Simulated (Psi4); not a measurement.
Psi4 input (wB97X-D/6-31G*):

```
memory 1500 MB

molecule {
0 2
C     0.01044234   -0.73326621    0.74046999
C    -0.15364340    0.65046493    0.77255556
C     0.15544107   -0.77669827   -0.64508207
C    -0.01056125    0.74161569   -0.74890149
H     0.02128176   -1.49441527    1.50909674
H    -0.31709518    1.38230009    1.54857521
H     0.31959054   -1.55752538   -1.37162848
H     0.86224415    1.29066649   -1.11134566
H    -0.89609388    1.08627730   -1.28894976
symmetry c1
no_reorient
no_com
}

set {
  basis 6-31G*
  reference uks
  scf_type pk
  dft_radial_points 99
  dft_spherical_points 590
  e_convergence 1e-8
  d_convergence 1e-7
  maxiter 150
}

e = energy('wb97x-d')
print_out(f'\nFINAL {e:.10f} DIPOLE {variable("CURRENT DIPOLE")[0]:.6f} {variable("CURRENT DIPOLE")[1]:.6f} {variable("CURRENT DIPOLE")[2]:.6f}\n')
```

Predict the final energy.

-155.26514 Eh.
